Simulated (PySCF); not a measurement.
# SiFCl: relaxation and vibrations of the singlet

Aim: relax SiFCl as a singlet from a bent start, check by its vibrations whether the end is a minimum, and collect its spectrum and constants.

Program: PySCF 2.14.0. Level of theory: PBE0, basis Si def2-TZVP, F def2-TZVP, Cl def2-TZVP, no relativity, density fitting. These are calculated values, not measurements.

## (1) Starting geometry

3 atoms, charge 0, spin multiplicity 1.

Bond lengths: Si1–F2 1.800 Å, Si1–Cl3 2.150 Å. Angles: F2–Si1–Cl3 110.0°.

```xyz
3
charge 0 multiplicity 1
Si    0.0000    0.0000    0.0000
F    -1.4745    0.0000    1.0324
Cl    1.7612    0.0000    1.2332
```

## (2) First SCF at the start

One driver script runs all steps and calls PySCF; scf.py shows how it sets up the SCF of each step. The optimiser is the driver's own. After this first run the driver tries any further starts and a stability analysis.

The input, scf.py:

```python
from pyscf import gto, scf, dft
mol = gto.M(atom='''
Si     0.000000     0.000000     0.000000
F     -1.474500     0.000000     1.032400
Cl     1.761200     0.000000     1.233200''',
    basis={'Si': 'def2-TZVP', 'F': 'def2-TZVP', 'Cl': 'def2-TZVP'},
    charge=0, spin=0)
mf = dft.RKS(mol, xc='PBE0')
mf.grids.atom_grid = (50, 194)
aux = {'Si': 'def2-universal-JKFIT', 'F': 'def2-universal-JKFIT', 'Cl': 'def2-universal-JKFIT'}
mf = mf.density_fit(auxbasis=aux)
mf.conv_tol = 1e-08
mf.diis_space = 10
mf.max_cycle = 60
mf.init_guess = 'minao'
mf.verbose = 4
mf.kernel()
```

On the command line:

```console
$ OMP_NUM_THREADS=2 python axn.py task.json out
```

After this run come: Relaxation: bent start, singlet; Is it a minimum? Harmonic modes.

What does the calculation give? Wanted: minimum; geometry; wavenumbers; dipole moment; highest occupied, lowest empty level; polar-tensor charge of Si1; zero-point energy; atomisation energy.

**Answer**, as computed:

| quantity | value |
| --- | --- |
| minimum | singlet, Cs |
| geometry | Si–Cl 2.080 Å, Si–F 1.603 Å; Cl–Si–F 100.6° |
| wavenumbers (cm⁻¹) | 262 (a'), 525 (a'), 858 (a') |
| dipole moment | 1.04 D |
| highest occupied, lowest empty level | -7.98, -2.53 eV |
| polar-tensor charge of Si1 | +1.09 e |
| zero-point energy | 9.8 kJ/mol |
| entropy at 298.15 K | 275.2 J/(mol K) |
| atomisation energy (no zero-point energy) | 1029 kJ/mol |

What this shows: The bent start keeps its Cs symmetry and ends in a minimum. The strongest infrared band lies at 525 cm⁻¹ (a', stretch). Only this shape and spin were tried, so other structures or states may lie lower.
